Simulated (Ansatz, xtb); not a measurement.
A geometry optimisation of CH6Al2 with r2SCAN-D4/def2-SVP

The starting geometry of this gas-phase singlet was built from a drawn formula by distance geometry and a force field; its bonds are those of `[AlH2][CH2][AlH2]`.

```yaml
atoms:
  - { symbol: C, position_ang: [0.5949, 0.3269, -0.6559] }
  - { symbol: Al, position_ang: [-0.7822, 0.1128, 0.7128] }
  - { symbol: Al, position_ang: [0.8050, -1.3443, -1.6666] }
  - { symbol: H, position_ang: [-1.1604, 1.3654, 1.6441] }
  - { symbol: H, position_ang: [-1.5806, -1.2763, 0.8479] }
  - { symbol: H, position_ang: [1.6054, 0.6383, -0.1569] }
  - { symbol: H, position_ang: [0.3073, 1.1554, -1.3290] }
  - { symbol: H, position_ang: [0.5274, -1.3546, -3.2473] }
  - { symbol: H, position_ang: [1.2085, -2.6911, -0.9234] }
```

Question: Predict what it relaxes into with r2SCAN-D4/def2-SVP.

Answer: It keeps its bonds, and is `[AlH2][CH2][AlH2]`.

The energy falls by 0.20 eV over 24 steps:

```
step  E − E(last) (eV)
   1             0.195
   4             0.077
   6             0.067
   9             0.056
  11             0.041
  14             0.025
  16             0.008
  19             0.001
  21             0.000
  24             0.000
```

Final geometry (Å):

```xyz
9

C     0.7047    0.0983   -0.4343
Al   -0.8561    0.1865    0.7167
Al    0.7623   -1.2234   -1.8550
H    -2.0878    1.1132    0.3194
H    -0.9202   -0.6940    2.0412
H     1.5766   -0.0958    0.2203
H     0.8051    1.0909   -0.9153
H     0.1797   -0.8722   -3.2941
H     1.3611   -2.6710   -1.5732
```

From the same start GFN2-xTB ends elsewhere, differing in Al2–Al3 (2.75 against 3.35 Å here).

No frequencies were run, so the end isn't proven a minimum. Run with Ansatz 0.2.0, 62 s on 1 thread of AMD EPYC (Zen 3), on a shared host.
